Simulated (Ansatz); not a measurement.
We consider hematite (α-Fe2O3), described by PBEsol (Ansatz, a first-principles code, PAW).

Numerical settings: plane-wave cutoff 520 eV, 8×8×8 k mesh, Fermi–Dirac smearing 0.01 eV, spin-polarised with opposed moments, scalar-relativistic PAW data made under PBE.

Properties against volume:

Shape and atoms are relaxed at each volume.

```json
[
 {"V (Å³/atom)": "9.152", "P (GPa)": "7.21", "direct gap at Γ (eV)": "0.873", "smallest gap on the k mesh (eV)": "0.229", "c (Å)": "13.457"},
 {"V (Å³/atom)": "9.342", "P (GPa)": "3.57", "direct gap at Γ (eV)": "0.934", "smallest gap on the k mesh (eV)": "0.304", "c (Å)": "13.547"},
 {"V (Å³/atom)": "9.533", "P (GPa)": "0.00", "direct gap at Γ (eV)": "0.986", "smallest gap on the k mesh (eV)": "0.371", "c (Å)": "13.645"},
 {"V (Å³/atom)": "9.724", "P (GPa)": "-3.39", "direct gap at Γ (eV)": "1.029", "smallest gap on the k mesh (eV)": "0.433", "c (Å)": "13.745"},
 {"V (Å³/atom)": "9.914", "P (GPa)": "-6.54", "direct gap at Γ (eV)": "1.064", "smallest gap on the k mesh (eV)": "0.490", "c (Å)": "13.847"}
]
```

The fundamental gap (0.34 eV at the equilibrium volume, with added k points) lies elsewhere than Γ–Γ.

Measured, for comparison: band gap 2.6 eV (temperature not stated, no zero-point or thermal correction, photoemission and inverse photoemission; as tabulated in Parkinson (2016), arXiv:1602.06774).

Note: without U or exact exchange, gaps and moments of open d shells tend to come out too small; the bulk modulus comes from volumes at which shape and atoms were relaxed.
